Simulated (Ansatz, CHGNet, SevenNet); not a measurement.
Lattice constant a (Å) of solids drawn from the class of elemental solids other than molecular ones, from the machine-learned potential CHGNet 0.3.0 (trained on PBE and PBE+U data); the machine-learned potential CHGNet-r²SCAN (trained on r²SCAN data); the machine-learned potential SevenNet-0 (trained on PBE and PBE+U data); the machine-learned potential SevenNet-l3i5 (trained on PBE and PBE+U data); PBE (PAW; Ansatz, an electronic-structure program); PBEsol in Ansatz (PAW); r²SCAN (PAW; Ansatz).

| solid | CHGNet 0.3.0 | CHGNet-r²SCAN | SevenNet-0 | SevenNet-l3i5 | PBE | PBEsol | r²SCAN |
|---|---|---|---|---|---|---|---|
| fcc Au | 4.172 | 4.136 | 4.171 | 4.170 | 4.158 | 4.083 | ___ |
| fcc Rh | 3.847 | 3.806 | 3.849 | 3.848 | 3.830 | 3.780 | ___ |
| fcc Sr | 6.032 | 6.090 | 6.033 | 6.029 | 6.030 | 5.922 | 6.101 |
| bcc Na | 4.210 | 4.260 | 4.205 | 4.188 | 4.197 | 4.171 | 4.223 |
| fcc Ir | 3.876 | 3.853 | 3.878 | 3.876 | 3.871 | 3.830 | 3.844 |
| fcc Ca | 5.527 | 5.582 | 5.524 | 5.529 | 5.526 | 5.455 | 5.568 |
| bcc Nb | 3.330 | 3.320 | 3.320 | 3.321 | 3.310 | 3.271 | 3.303 |
| fcc Pb | 5.047 | 4.988 | 5.038 | 5.039 | 5.040 | 4.933 | 4.994 |
| bcc Mo | 3.169 | 3.154 | 3.167 | 3.171 | 3.161 | 3.130 | 3.151 |
| bcc Ba | 5.032 | 5.086 | 5.036 | 5.058 | 5.021 | 4.881 | 5.070 |

Problem. Fill in the missing entries.

Solution. 
- fcc Au, r²SCAN: 4.125
- fcc Rh, r²SCAN: 3.800

The levels part most in proportion for bcc Ba (4.881 to 5.086 Å) and least for fcc Ir (3.830 to 3.878 Å).

Ansatz's runs of these crystals have no spin polarisation. A magnetic state wasn't tried for fcc Rh with meta-GGA or hybrid levels, which favour moments.

Ansatz's density-functional and Hartree–Fock values are scalar-relativistic unless marked +SOC, with PAW data made under PBE.

Machine-learned potentials (CHGNet 0.3.0, CHGNet-r²SCAN, SevenNet-0, SevenNet-l3i5) are trained on DFT data: a solid inside that data is no test of them.
